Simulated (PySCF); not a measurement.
# What builds the first ionisation energy along group 16

All values are computed (PySCF 2.14, energy differences of UHF-based or UKS calculations, no spin-orbit coupling). Each column adds one step, in eV (sums use unrounded values): valence MP2, valence CCSD, valence triples, then the next inner shell at CCSD(T) (O 1s, S 2s 2p, Te 4s 4p 4d). References (NIST) marked * lie between the lowest fine-structure levels; the others compare directly ((s) semi-empirical, (t) theoretical).

| element | UHF | + MP2 | + CCSD | + (T) | + inner shell | sum | reference |
| --- | --- | --- | --- | --- | --- | --- | --- |
| O [He] 2s2 2p4 → [He] 2s2 2p3 (aug-cc-pwCVDZ, non-relativistic) | 12.049 | 1.055 | 0.016 | 0.031 | 0.011 | 13.162 | 13.608 |
| S [Ne] 3s2 3p4 → [Ne] 3s2 3p3 (aug-cc-pwCVDZ, non-relativistic) | 9.223 | 0.554 | 0.029 | 0.025 | 0.005 | 9.836 | 10.336 |
| Te [Kr] 4d10 5s2 5p4 → [Kr] 4d10 5s2 5p3 (aug-cc-pwCVDZ-PP with ECP28MDF, ECP) | 7.703 | 0.428 | 0.045 | 0.019 | 0.041 | 8.236 | 8.749 |

Double-zeta sets recover only part of the correlation energy.

What remains against the references is mostly basis incompleteness.

What share of the correlation contribution for Te comes from the inner shell?

The four steps add to 0.533 eV, of which the inner shell gives 0.041 eV, or 8 %.
